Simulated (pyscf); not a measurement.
This saddle point was located with ωB97X-D3(BJ)/def2-SVP in PySCF.

```xyz
9

In    -0.4405     0.1484    -0.4243
As     1.6121     1.4349    -1.2492
H      2.5385     0.5140    -0.4722
H      1.7099     0.6048    -2.5191
Si    -1.7207    -0.4892     1.6688
H     -0.0761     0.4874     1.5115
H     -2.9599    -1.2555     1.2815
H     -0.9372    -1.4382     2.5113
H     -2.2287     0.7182     2.3818
```

Surface: singlet, charge 0. Lowest wavenumbers (cm⁻¹): 439i, 97, 110, 142, 225.

Task: Name the species on either side of this saddle.

Result: `[AsH2][In]` [singlet] + `[SiH4]` ⇌ `[SiH3][InH][AsH2]`, an insertion read from left to right: H–Si broken and In–Si, H–In formed. At ωB97M-D3(BJ)/def2-TZVP it lies +34.0 kcal/mol from the left side and +34.5 kcal/mol from the right (each side as separated species at their lowest minima found). On the reactant side the descent ends in a complex (not fully relaxed), 6.4 kcal/mol under the separated species and 35.8 kcal/mol under the saddle at ωB97X-D3(BJ)/def2-TZVP. At ωB97X-D3(BJ)/def2-TZVP the barrier from the zero used here is 29.4 kcal/mol. One saddle was located; it need not be the lowest between these sides. Elements up to Kr have no core potential and no relativistic terms here. Elements past Kr carry the def2 core potentials, without spin-orbit coupling.
